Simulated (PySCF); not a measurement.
A species of formula C4H8F2 has this rotational fingerprint, computed with PBE0/def2-SVPD in PySCF (dipole) on a GFN2-xTB geometry, gas phase:

| Property | Result |
| --- | --- |
| Rotational constants | A = 4782, B = 2682, C = 2603 MHz |
| Dipole components | \|μa\| = 1.87 D, \|μb\| = 1.28 D, \|μc\| = 1.10 D |
| Inertial defect | -99.93 u·Å² |
| κ | -0.93 |

Problem. Which candidate fits, each taken in the one conformer that was computed?
A. `[CH3:1][CH:2]([CH2:3][F:4])[CH2:5][F:6]` with C1–C2–C3–F4 -57°, C1–C2–C5–F6 -170°
B. `[CH3:1][CH2:2][C:3]([CH3:4])([F:5])[F:6]` with C1–C2–C3–C4 58° (CH3CH2CF2CH3)

Solution. B. It is CCC(C)(F)F, a near-prolate asymmetric top, point group C1. The candidates at the same level (rigid rotor, commonest isotopes):

| SMILES | A (MHz) | B (MHz) | C (MHz) | μa (D) | μb (D) | μc (D) | Δ (u·Å²) | point group | rotor |
| --- | --- | --- | --- | --- | --- | --- | --- | --- | --- |
| CC(CF)CF | 4358 | 2668 | 1978 | 0.55 | 1.79 | 0.76 | -49.86 | C1 | asymmetric top |
| CCC(C)(F)F | 4782 | 2682 | 2603 | 1.87 | 1.28 | 1.10 | -99.93 | C1 | near-prolate asymmetric top |

`CC(CF)CF` has C 24 % too low. No structure here is proved a minimum.
